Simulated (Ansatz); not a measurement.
**AlNH (doublet): from Hartree-Fock to the top rungs, cc-pVDZ**

Aim: climb from Hartree-Fock through coupled cluster and multireference methods for AlNH (doublet) at one geometry and basis, and see what each rung misses.

The runs use Ansatz 0.2.0, Gaussian basis; cc-pVDZ, core rule «outside noble gas», up to 6 orbitals frozen.

Plan: UHF; CCSD(T) on ROHF; CCSD(T) on UHF; BCCD(T) on ROHF; CISD; CCSDT(Q) on ROHF; CCSDT(Q) on UHF; CCSDTQ on ROHF; CCSDTQ on UHF; CASSCF and MRCISD+Q, 9 electrons in 9 orbitals; CASSCF and NEVPT2, 9 electrons in 9 orbitals.

7 further runs of the same task are left out: 4 for a known fault of the program, 3 set aside as unsound or not needed.

**1. The system**

The geometry is a PBE0/def2-TZVP stationary point (not a proven minimum) of the parent state, kept for this charge and spin.

3 atoms, charge 0, spin multiplicity 2.

Atoms are counted from 1 here; the program's logs count them from 0.

Bond lengths: Al1–N2 1.909 Å, N2–H3 1.029 Å. Angles: Al1–N2–H3 108.4°.

**2. UHF**

The input, in.yaml:

```yaml
crystal:
  periodic: [false, false, false]
  atoms:
    - {symbol: Al, position_ang: [0.000000, -0.031887, 0.689947]}
    - {symbol: N, position_ang: [0.000000, 0.120874, -1.212902]}
    - {symbol: H, position_ang: [0.000000, -0.826124, -1.614269]}
basis:
  gaussian: {orbitals: cc-pVDZ}
magnetization: {spin_polarized: true, initial_magnetization: 1}
hamiltonian: {xc: hf}
output: {orbitals: {seedname: orbitals}}
```

Run with:

```sh
$ ansatz run in.yaml --threads 1 --pin off --events-out ev --progress --plain --max-ram 4096MiB --backend cpu
```

Further steps of the session: CCSD(T) on ROHF; CCSD(T) on UHF; BCCD(T) on ROHF; CISD; CCSDT(Q) on ROHF; CCSDT(Q) on UHF; CCSDTQ on ROHF; CCSDTQ on UHF; CASSCF and MRCISD+Q, 9 electrons in 9 orbitals; CASSCF and NEVPT2, 9 electrons in 9 orbitals.

Before running them: what should the planned runs give, taken together? Wanted: UCCSDTQ below the RHF energy; RMP2 from UCCSDTQ; UMP2 from UCCSDTQ; RCCSD from UCCSDTQ; RCCSD(T) from UCCSDTQ; UCCSD(T) from UCCSDTQ; RCCSDT(Q) from UCCSDTQ; UCCSDT(Q) from UCCSDTQ; NEVPT2 valence from UCCSDTQ.

**Answer**, as computed:

| quantity | value |
| --- | --- |
| UCCSDTQ below the RHF energy | -5.9551 eV |
| RMP2 from UCCSDTQ | +22.10 kcal/mol |
| UMP2 from UCCSDTQ | +22.22 kcal/mol |
| RCCSD from UCCSDTQ | +4.23 kcal/mol |
| RCCSD(T) from UCCSDTQ | +0.85 kcal/mol |
| UCCSD(T) from UCCSDTQ | +0.85 kcal/mol |
| RCCSDT(Q) from UCCSDTQ | +0.02 kcal/mol |
| UCCSDT(Q) from UCCSDTQ | -0.02 kcal/mol |
| NEVPT2 valence from UCCSDTQ | +21.01 kcal/mol |
| MRCISD+Q valence from UCCSDTQ | +2.27 kcal/mol |
| levels within 1 kcal/mol (43 meV) | RCCSD(T), UCCSD(T), BCCD(T), RCCSDT, UCCSDT, RCCSDT(Q), UCCSDT(Q), RCCSDTQ |
| T1 diagnostic | 0.022 |
| effectively unpaired electrons | 1.06 |

RCCSD(T) misses by +0.85 kcal/mol, 0.6 % of the correlation energy. One determinant dominates. Of the multireference levels listed MRCISD+Q valence comes nearest in total energy (+2.27 kcal/mol), which doesn't show that its space is the better one. These misses are within one basis, not against nature; the frozen cores of restricted and unrestricted runs differ, which can shift their rows.
